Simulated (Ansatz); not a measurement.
How far each method lies from UCCSDT(Q) for HGe–CH3, quintet

Geometry: that of the HGe–CH3, triplet, kept fixed. The triplet lies 7.6 eV lower here.

```json
{"atom": "Ge", "x (Å)": "0.0000", "y (Å)": "-0.0339", "z (Å)": "0.3367"}
{"atom": "C", "x (Å)": "0.0000", "y (Å)": "0.0760", "z (Å)": "-1.6330"}
{"atom": "H", "x (Å)": "0.0000", "y (Å)": "1.2646", "z (Å)": "1.1794"}
{"atom": "H", "x (Å)": "0.0000", "y (Å)": "-0.9316", "z (Å)": "-2.0470"}
{"atom": "H", "x (Å)": "0.8946", "y (Å)": "0.6023", "z (Å)": "-1.9682"}
{"atom": "H", "x (Å)": "-0.8946", "y (Å)": "0.6023", "z (Å)": "-1.9682"}
```

Basis cc-pVDZ; Ansatz 0.2.0. Only valence electrons are correlated (noble-gas cores and the filled d shells of p-block atoms frozen), which leaves 12 electrons in 46 orbitals. Prefix R: restricted or restricted open-shell reference; prefix U: unrestricted. No spin–orbit coupling is included, and no scalar relativity.

Full CI isn't at hand for all of this; UCCSDT(Q) serves as the reference, and is uncertain by about the last step of the cluster series. The frozen core follows each run's orbitals, which can shift R against U totals by a few meV for light atoms and by up to 0.1 eV past Ca.

```
UHF ⟨S²⟩                          : 6.013
T1 diagnostic (RCCSD)             : 0.0226
largest doubles amplitude (RCCSD) : 0.077
T1 diagnostic (UCCSD)             : 0.0218
```

```
   level  E − E(UCCSDT(Q)) (meV)  share of correlation (%)  wall time
     UHF                    6569                      2.44          –
    UMP2                    1208                     82.06          –
   UCCSD                     220                     96.74          –
UCCSD(T)                      41                     99.39       15 s
  UCCSDT                      10                     99.85          –
```

The correlation energy at UCCSDT(Q), counted from RHF, is -6.733 eV. That run took 63 s on 1 thread of Arm Neoverse V1, shared host.

Run but not shown, since their state or frozen core can't be matched to the reference's or they repeat it: RHF, RMP2, RCCSD, RCCSD(T), BCCD(T), RCCSDT, RCCSDT(Q).

Times hold each run's SCF and search for its determinant on a shared host, so for small cases they say little of a method's own cost; they ran on 1 thread of Arm Neoverse V1.
